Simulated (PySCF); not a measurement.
# BCCD(T)/STO-6G run of BH3Cl− (SMILES [BH3-]Cl)

Aim: the energy change on altering one bond length of BH3Cl− at BCCD(T)/STO-6G, from 2 runs. The job is set up through a Python script.

The results are computed with PySCF 2.14.0.

9 further runs of the same task are left out: 1 that didn't finish, 8 set aside as unsound or not needed.

### 1 The molecule

BH3Cl− has 5 atoms, charge -1, and is taken as a singlet. As SMILES, `[BH3-]Cl`. The coordinates come from a GFN2-xTB relaxation.

Bond lengths: B1–Cl2 1.873 Å, B1–H3 1.208 Å, B1–H4 1.208 Å, B1–H5 1.208 Å. Angles: Cl2–B1–H3 106.7°, Cl2–B1–H4 106.7°, Cl2–B1–H5 106.7°, H3–B1–H4 112.0°, H3–B1–H5 112.2°, H4–B1–H5 112.1°.

### 2 The energy at BCCD(T)/STO-6G

File run.py:

```python
# [BH3-]Cl
from pyscf import gto, cc
from pyscf.cc.bccd import bccd_kernel_

mol = gto.Mole()
mol.atom = '''
B      0.155695    -0.090461     0.256870
Cl    -1.598444     0.938155    -2.639891
H      2.311286    -0.481162    -0.383747
H     -0.869463    -1.986764     1.006714
H      0.000945     1.620232     1.760072
'''
mol.max_memory = 1860
mol.unit = 'bohr'
mol.basis = 'sto-6g'
mol.charge = -1
mol.verbose = 3
mol.build()

calc0 = mol.RHF()
calc0.conv_tol = 1e-10
calc0.kernel()
if not calc0.converged:
    calc0 = calc0.newton().run(calc0.mo_coeff, calc0.mo_occ)

mycc = cc.CCSD(calc0, frozen=6).run()
mycc = bccd_kernel_(mycc, diis=True)
e_t = mycc.ccsd_t()
e_final = mycc.e_tot + e_t
print('Final energy', e_final)
```

Started as:

```console
$ OMP_NUM_THREADS=1 python run.py
```

What it wrote:

```text
converged SCF energy = -484.32419630278
E(CCSD) = -484.3875445203637  E_corr = -0.06334821758359363
BCCD loop starts.

******** <class 'pyscf.cc.ccsd.CCSD'> ********
CC2 = 0
CCSD nocc = 7, nmo = 11
frozen orbitals 6
max_cycle = 50
direct = 0
conv_tol = 1e-07
conv_tol_normt = 1e-05
diis_space = 6
diis_start_cycle = 0
diis_start_energy_diff = 1e+09
Init E_corr(CCSD) = -0.0631820165318473
cycle = 1  E_corr(CCSD) = -0.0643419996611173  dE = -0.00115998313  norm(t1,t2) = 0.0178403
cycle = 2  E_corr(CCSD) = -0.0641008840403967  dE = 0.000241115621  norm(t1,t2) = 0.00293482
cycle = 3  E_corr(CCSD) = -0.0640007920291491  dE = 0.000100092011  norm(t1,t2) = 0.00102348
cycle = 4  E_corr(CCSD) = -0.0639791656635744  dE = 2.16263656e-05  norm(t1,t2) = 0.00018967
cycle = 5  E_corr(CCSD) = -0.0639770721676782  dE = 2.0934959e-06  norm(t1,t2) = 4.2767e-05
cycle = 6  E_corr(CCSD) = -0.0639770938229496  dE = -2.16552714e-08  norm(t1,t2) = 8.03013e-06
CCSD converged
E(CCSD) = -484.387440827929  E_corr = -0.06397709382294958
BCC iter:    0  E:    -484.387440827929  dE:    1.037e-04  |t1|:    2.421e-03

******** <class 'pyscf.cc.ccsd.CCSD'> ********
CC2 = 0
CCSD nocc = 7, nmo = 11
frozen orbitals 6
max_cycle = 50
direct = 0
conv_tol = 1e-07
conv_tol_normt = 1e-05
diis_space = 6
diis_start_cycle = 0
diis_start_energy_diff = 1e+09
Init E_corr(CCSD) = -0.0638988095485073
cycle = 1  E_corr(CCSD) = -0.0637841428012162  dE = 0.000114666747  norm(t1,t2) = 0.00213967
cycle = 2  E_corr(CCSD) = -0.0638126342554787  dE = -2.84914543e-05  norm(t1,t2) = 0.000309807
cycle = 3  E_corr(CCSD) = -0.0638245925471475  dE = -1.19582917e-05  norm(t1,t2) = 8.26771e-05
cycle = 4  E_corr(CCSD) = -0.0638276018445983  dE = -3.00929745e-06  norm(t1,t2) = 1.72135e-05
cycle = 5  E_corr(CCSD) = -0.0638280450229912  dE = -4.43178393e-07  norm(t1,t2) = 4.25592e-06
cycle = 6  E_corr(CCSD) = -0.0638280176991596  dE = 2.73238316e-08  norm(t1,t2) = 7.27705e-07
CCSD converged
E(CCSD) = -484.3874541219927  E_corr = -0.06382801769915959
BCC iter:    1  E:    -484.387454121993  dE:   -1.329e-05  |t1|:    7.156e-05

******** <class 'pyscf.cc.ccsd.CCSD'> ********
CC2 = 0
CCSD nocc = 7, nmo = 11
frozen orbitals 6
max_cycle = 50
direct = 0
conv_tol = 1e-07
conv_tol_normt = 1e-05
diis_space = 6
diis_start_cycle = 0
diis_start_energy_diff = 1e+09
Init E_corr(CCSD) = -0.0638293133824955
cycle = 1  E_corr(CCSD) = -0.063831701906735  dE = -2.38852424e-06  norm(t1,t2) = 6.09539e-05
cycle = 2  E_corr(CCSD) = -0.0638311764255359  dE = 5.25481199e-07  norm(t1,t2) = 1.00784e-05
cycle = 3  E_corr(CCSD) = -0.0638308983198608  dE = 2.78105675e-07  norm(t1,t2) = 2.33969e-06
cycle = 4  E_corr(CCSD) = -0.0638308308059405  dE = 6.75139204e-08  norm(t1,t2) = 3.61062e-07
CCSD converged
E(CCSD) = -484.387453809363  E_corr = -0.06383083080594047
BCC iter:    2  E:    -484.387453809363  dE:    3.126e-07  |t1|:    1.346e-06
CCSD(T) correction = -0.000443926540117772
Final energy -484.38789773590315
```

It took 1.2 s on 1 thread of Arm Neoverse V1, shared host; peak memory 0.12 GiB.

### 3 The distorted shape

File geometry.xyz:

```xyz
5

B      0.147904    -0.772099    -0.500456
Cl    -0.780346    -0.227779    -2.033356
H      1.288594    -0.978849    -0.839456
H     -0.394586    -1.775579    -0.103656
H      0.000500     0.857390     0.931390
```

File job.py:

```python
from pyscf import gto, cc
from pyscf.cc.bccd import bccd_kernel_

mol = gto.M(
    atom='geometry.xyz',
    verbose=4,
    max_memory=1860,
    basis='sto-6g',
    charge=-1,
)

mf = mol.RHF()
mf.conv_tol = 1e-10
mf.kernel()
if not mf.converged:
    mf = mf.newton().run(mf.mo_coeff, mf.mo_occ)

mycc = cc.CCSD(mf, frozen=6).run()
mycc = bccd_kernel_(mycc, diis=True)
e_t = mycc.ccsd_t()
energy = mycc.e_tot + e_t
print('E = %.10f Eh' % energy)
```

Started as:

```console
$ OMP_NUM_THREADS=1 python job.py
```

What it wrote:

```text
PySCF version 2.14.0

[INPUT] num. atoms = 5
[INPUT] num. electrons = 26
[INPUT] charge = -1
[INPUT] spin (= nelec alpha-beta = 2S) = 0
[INPUT] symmetry False subgroup None
[INPUT] Mole.unit = angstrom
[INPUT] Symbol           X                Y                Z      unit          X                Y                Z       unit  Magmom
[INPUT]  1 B      0.147904000000  -0.772099000000  -0.500456000000 AA    0.279498052728  -1.459055651051  -0.945724777395 Bohr   0.0
[INPUT]  2 Cl    -0.780346000000  -0.227779000000  -2.033356000000 AA   -1.474640222400  -0.430439926927  -3.842485953741 Bohr   0.0
[INPUT]  3 H      1.288594000000  -0.978849000000  -0.839456000000 AA    2.435089745758  -1.849756527304  -1.586341933623 Bohr   0.0
[INPUT]  4 H     -0.394586000000  -1.775579000000  -0.103656000000 AA   -0.745659472588  -3.355358022529  -0.195881451168 Bohr   0.0
[INPUT]  5 H      0.000500000000   0.857390000000   0.931390000000 AA    0.000944863062   1.620232281941   1.760072015159 Bohr   0.0

nuclear repulsion = 40.2013105442693
number of shells = 11
number of NR pGTOs = 102
number of NR cGTOs = 17
basis = sto-6g
ecp = {}

******** <class 'pyscf.scf.hf.RHF'> ********
method = RHF
initial guess = minao
damping factor = 0
level_shift factor = 0
DIIS = <class 'pyscf.scf.diis.CDIIS'>
diis_start_cycle = 1
diis_space = 8
diis_damp = 0
SCF conv_tol = 1e-10
SCF conv_tol_grad = None
SCF max_cycles = 50
direct_scf = True
direct_scf_tol = 1e-13
Set gradient conv threshold to 1e-05
Initial guess from minao.
init E= -483.638008890407
  HOMO = -0.177301598097543  LUMO = 0.129439302227789  gap/eV = 8.34685
cycle= 1 E= -484.096769192109  delta_E= -0.459  |g|= 0.229  |ddm|= 2.21
  HOMO = 0.0350070150451176  LUMO = 0.490016738014824  gap/eV = 12.38145
cycle= 2 E= -484.128958751002  delta_E= -0.0322  |g|= 0.0812  |ddm|= 0.536
  HOMO = 0.0210060022794987  LUMO = 0.520781108790244  gap/eV = 13.59957
cycle= 3 E= -484.132085780998  delta_E= -0.00313  |g|= 0.0231  |ddm|= 0.151
  HOMO = 0.0185023707531224  LUMO = 0.516603647098844  gap/eV = 13.55403
cycle= 4 E= -484.132445997083  delta_E= -0.00036  |g|= 0.0022  |ddm|= 0.0541
  HOMO = 0.0196881763023726  LUMO = 0.516851507447377  gap/eV = 13.52850
cycle= 5 E= -484.132450323766  delta_E= -4.33e-06  |g|= 0.000358  |ddm|= 0.00604
  HOMO = 0.0195698819437854  LUMO = 0.516931509124135  gap/eV = 13.53390
cycle= 6 E= -484.132450456938  delta_E= -1.33e-07  |g|= 5.11e-05  |ddm|= 0.00117
  HOMO = 0.0195888985583903  LUMO = 0.516921260020014  gap/eV = 13.53310
cycle= 7 E= -484.132450459349  delta_E= -2.41e-09  |g|= 4.81e-06  |ddm|= 0.00017
  HOMO = 0.0195861869440574  LUMO = 0.516922449379418  gap/eV = 13.53321
cycle= 8 E= -484.132450459369  delta_E= -1.94e-11  |g|= 1.05e-06  |ddm|= 1.31e-05
  HOMO = 0.0195866072924361  LUMO = 0.516922371792343  gap/eV = 13.53320
Extra cycle  E= -484.132450459369  delta_E= -5.68e-13  |g|= 4.14e-07  |ddm|= 2.52e-06
converged SCF energy = -484.132450459369

******** <class 'pyscf.cc.ccsd.CCSD'> ********
CC2 = 0
CCSD nocc = 7, nmo = 11
frozen orbitals 6
max_cycle = 50
direct = 0
conv_tol = 1e-07
conv_tol_normt = 1e-05
diis_space = 6
diis_start_cycle = 0
diis_start_energy_diff = 1e+09
Init t2, MP2 energy = -484.205204334662  E_corr(MP2) -0.072753875292421
Init E_corr(CCSD) = -0.0727538752925283
cycle = 1  E_corr(CCSD) = -0.0908225389666558  dE = -0.0180686637  norm(t1,t2) = 0.0874843
cycle = 2  E_corr(CCSD) = -0.100300739253924  dE = -0.00947820029  norm(t1,t2) = 0.0470381
cycle = 3  E_corr(CCSD) = -0.109388958258722  dE = -0.009088219  norm(t1,t2) = 0.0258466
cycle = 4  E_corr(CCSD) = -0.109436693287636  dE = -4.77350289e-05  norm(t1,t2) = 0.00271373
cycle = 5  E_corr(CCSD) = -0.109258970958422  dE = 0.000177722329  norm(t1,t2) = 0.000976983
cycle = 6  E_corr(CCSD) = -0.10930495555239  dE = -4.5984594e-05  norm(t1,t2) = 0.000231111
cycle = 7  E_corr(CCSD) = -0.109299807204825  dE = 5.14834756e-06  norm(t1,t2) = 7.97051e-05
cycle = 8  E_corr(CCSD) = -0.109299534520374  dE = 2.72684451e-07  norm(t1,t2) = 2.77593e-05
cycle = 9  E_corr(CCSD) = -0.109300156142059  dE = -6.21621685e-07  norm(t1,t2) = 4.71007e-06
cycle = 10  E_corr(CCSD) = -0.109300537642643  dE = -3.81500584e-07  norm(t1,t2) = 1.80817e-06
cycle = 11  E_corr(CCSD) = -0.109300521933928  dE = 1.57087157e-08  norm(t1,t2) = 2.82555e-07
CCSD converged
E(CCSD) = -484.2417509813031  E_corr = -0.1093005219339275
BCCD loop starts.

******** <class 'pyscf.cc.ccsd.CCSD'> ********
CC2 = 0
CCSD nocc = 7, nmo = 11
frozen orbitals 6
max_cycle = 50
direct = 0
conv_tol = 1e-07
conv_tol_normt = 1e-05
diis_space = 6
diis_start_cycle = 0
diis_start_energy_diff = 1e+09
Init E_corr(CCSD) = -0.10163291568747
cycle = 1  E_corr(CCSD) = -0.130635329264383  dE = -0.0290024136  norm(t1,t2) = 0.145985
cycle = 2  E_corr(CCSD) = -0.123862723292031  dE = 0.00677260597  norm(t1,t2) = 0.0259067
cycle = 3  E_corr(CCSD) = -0.124347928667044  dE = -0.000485205375  norm(t1,t2) = 0.00949495
cycle = 4  E_corr(CCSD) = -0.123352501115854  dE = 0.000995427551  norm(t1,t2) = 0.0046307
cycle = 5  E_corr(CCSD) = -0.12325527899081  dE = 9.7222125e-05  norm(t1,t2) = 0.000438354
cycle = 6  E_corr(CCSD) = -0.123241633065101  dE = 1.36459257e-05  norm(t1,t2) = 0.000120351
cycle = 7  E_corr(CCSD) = -0.123238042042732  dE = 3.59102237e-06  norm(t1,t2) = 4.42402e-05
cycle = 8  E_corr(CCSD) = -0.123236928845133  dE = 1.1131976e-06  norm(t1,t2) = 1.09042e-05
cycle = 9  E_corr(CCSD) = -0.123236559386657  dE = 3.69458476e-07  norm(t1,t2) = 3.61107e-06
cycle = 10  E_corr(CCSD) = -0.123236441012442  dE = 1.18374215e-07  norm(t1,t2) = 1.24532e-06
cycle = 11  E_corr(CCSD) = -0.123236411141148  dE = 2.98712949e-08  norm(t1,t2) = 3.02013e-07
CCSD converged
E(CCSD) = -484.2413031110407  E_corr = -0.1232364111411476
BCC iter:    0  E:    -484.241303111041  dE:    4.479e-04  |t1|:    3.668e-02

******** <class 'pyscf.cc.ccsd.CCSD'> ********
CC2 = 0
CCSD nocc = 7, nmo = 11
frozen orbitals 6
max_cycle = 50
direct = 0
conv_tol = 1e-07
conv_tol_normt = 1e-05
diis_space = 6
diis_start_cycle = 0
diis_start_energy_diff = 1e+09
Init E_corr(CCSD) = -0.120012924136085
cycle = 1  E_corr(CCSD) = -0.114431843047542  dE = 0.00558108109  norm(t1,t2) = 0.0379573
cycle = 2  E_corr(CCSD) = -0.116434157395505  dE = -0.00200231435  norm(t1,t2) = 0.00783976
cycle = 3  E_corr(CCSD) = -0.11639887770764  dE = 3.52796879e-05  norm(t1,t2) = 0.00283366
cycle = 4  E_corr(CCSD) = -0.116761598424206  dE = -0.000362720717  norm(t1,t2) = 0.0014427
cycle = 5  E_corr(CCSD) = -0.116778802078732  dE = -1.72036545e-05  norm(t1,t2) = 0.000113871
cycle = 6  E_corr(CCSD) = -0.116781127142885  dE = -2.32506415e-06  norm(t1,t2) = 3.32596e-05
cycle = 7  E_corr(CCSD) = -0.11678184639494  dE = -7.19252055e-07  norm(t1,t2) = 1.30449e-05
cycle = 8  E_corr(CCSD) = -0.116782052267232  dE = -2.05872292e-07  norm(t1,t2) = 3.02252e-06
cycle = 9  E_corr(CCSD) = -0.116782218765499  dE = -1.66498268e-07  norm(t1,t2) = 1.03718e-06
cycle = 10  E_corr(CCSD) = -0.116782255300155  dE = -3.65346563e-08  norm(t1,t2) = 3.30385e-07
CCSD converged
E(CCSD) = -484.2414615132059  E_corr = -0.1167822553001553
BCC iter:    1  E:    -484.241461513206  dE:   -1.584e-04  |t1|:    4.875e-04

******** <class 'pyscf.cc.ccsd.CCSD'> ********
CC2 = 0
CCSD nocc = 7, nmo = 11
frozen orbitals 6
max_cycle = 50
direct = 0
conv_tol = 1e-07
conv_tol_normt = 1e-05
diis_space = 6
diis_start_cycle = 0
diis_start_energy_diff = 1e+09
Init E_corr(CCSD) = -0.116798056693356
cycle = 1  E_corr(CCSD) = -0.116839176933675  dE = -4.11202403e-05  norm(t1,t2) = 0.000462559
cycle = 2  E_corr(CCSD) = -0.116820738921523  dE = 1.84380122e-05  norm(t1,t2) = 8.40141e-05
cycle = 3  E_corr(CCSD) = -0.116821139917436  dE = -4.00995913e-07  norm(t1,t2) = 1.895e-05
cycle = 4  E_corr(CCSD) = -0.116819922259269  dE = 1.21765817e-06  norm(t1,t2) = 5.61303e-06
cycle = 5  E_corr(CCSD) = -0.116819789322928  dE = 1.32936341e-07  norm(t1,t2) = 1.44827e-06
cycle = 6  E_corr(CCSD) = -0.11681980759634  dE = -1.82734115e-08  norm(t1,t2) = 3.49915e-07
CCSD converged
E(CCSD) = -484.241453209869  E_corr = -0.1168198075963399
BCC iter:    2  E:    -484.241453209869  dE:    8.303e-06  |t1|:    2.203e-05

******** <class 'pyscf.cc.ccsd.CCSD'> ********
CC2 = 0
CCSD nocc = 7, nmo = 11
frozen orbitals 6
max_cycle = 50
direct = 0
conv_tol = 1e-07
conv_tol_normt = 1e-05
diis_space = 6
diis_start_cycle = 0
diis_start_energy_diff = 1e+09
Init E_corr(CCSD) = -0.116818978637795
cycle = 1  E_corr(CCSD) = -0.116816894977745  dE = 2.08366005e-06  norm(t1,t2) = 2.0691e-05
cycle = 2  E_corr(CCSD) = -0.116817804643153  dE = -9.09665408e-07  norm(t1,t2) = 3.72919e-06
cycle = 3  E_corr(CCSD) = -0.116817786300595  dE = 1.83425576e-08  norm(t1,t2) = 8.67751e-07
CCSD converged
E(CCSD) = -484.2414535193719  E_corr = -0.1168177863005952
BCC iter:    3  E:    -484.241453519372  dE:   -3.095e-07  |t1|:    1.611e-07
CCSD(T) correction = -0.00193502505669147
E = -484.2433885444 Eh
```

Wall time 1.3 s (1 thread of Arm Neoverse V1, shared host); peak memory 0.12 GiB.

### 4 Results

At BCCD(T)/STO-6G, 6 core orbitals frozen:

```
                                                         quantity          value
                                        first shape: total energy  -484.38790 Eh
         first shape: correlation energy (6 core orbitals frozen)      -63.7 mEh
                                      first shape: (T) correction      -0.44 mEh
                                    distorted shape: total energy  -484.24339 Eh
     distorted shape: correlation energy (6 core orbitals frozen)     -110.9 mEh
                                  distorted shape: (T) correction      -1.94 mEh
energy change with the B1–H5 bond stretched from 1.208 to 2.174 Å       3.932 eV
```

What this shows: With the B1–H5 bond stretched from 1.208 to 2.174 Å the energy rises by 3.93 eV (379 kJ/mol). The first shape isn't relaxed at this level, so the change isn't measured from a minimum. The minimal basis adds a large error of its own. The triples (first shape) make up 0.7 % of the correlation energy. The triples (distorted shape) make up 1.7 % of the correlation energy.
